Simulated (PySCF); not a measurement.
**Magnetic susceptibility: `[H]/N=C/[C@H](C)C=O`, C4H7NO**

Geometry:
```
atom   x (Å)   y (Å)   z (Å)
  C1  -1.047  -0.919   0.435
  C2  -0.124   0.298   0.274
  C3   1.239  -0.130  -0.176
  N4   2.218   0.007   0.593
  C5  -0.764   1.246  -0.712
  O6  -0.334   1.548  -1.787
  H7  -0.656  -1.579   1.204
  H8  -2.047  -0.600   0.721
  H9  -1.111  -1.472  -0.500
 H10  -0.035   0.810   1.238
 H11   1.273  -0.549  -1.189
 H12   3.116  -0.304   0.228
 H13  -1.732   1.645  -0.347
```

Level of theory: PySCF, GIAO PBE/pcSseg-1 magnetisability, rotational g tensor and spin-rotation constants, non-relativistic, gas phase. Geometry: GFN2-xTB.

How diamagnetic is it, and how anisotropic?

Isotropic -690 × 10⁻³⁰ J/T², or -41.6 × 10⁻⁶ cm³/mol; principal values -859, -652, -559 × 10⁻³⁰ J/T², anisotropy 267 × 10⁻³⁰ J/T² (root of half the summed squared differences of the principal values). The susceptibility is in cgs units.

Split it along the inertial axes a, b, c into diamagnetic and paramagnetic parts about the centre of mass, with the quadrupole moment.


| axis | χ (10⁻⁶ cm³/mol) | diamagnetic (10⁻⁶ cm³/mol) | paramagnetic (10⁻⁶ cm³/mol) | summed x² of all electrons (Å²) | quadrupole Θ (D Å) |
| --- | --- | --- | --- | --- | --- |
| a | -39.8 | -339.4 | 299.7 | 92.4 | -3.18 |
| b | -41.7 | -468.0 | 426.4 | 62.1 | +1.01 |
| c | -43.2 | -655.5 | 612.2 | 17.9 | +2.17 |

Anisotropies 2χaa − χbb − χcc = +5.3 and 2χbb − χaa − χcc = -0.3 × 10⁻⁶ cm³/mol. Θ is traceless in Buckingham's convention.

And the rotational g tensor?


| axis | rotational constant (GHz) | g | nuclear part | electronic part |
| --- | --- | --- | --- | --- |
| a | 4.7907 | -0.0553 | 0.6192 | -0.6745 |
| b | 2.9973 | -0.0354 | 0.5650 | -0.6004 |
| c | 2.0550 | -0.0234 | 0.5676 | -0.5911 |

Asymmetric top; isotopes 12C, 1H, 14N, 16O; no vibrational averaging.
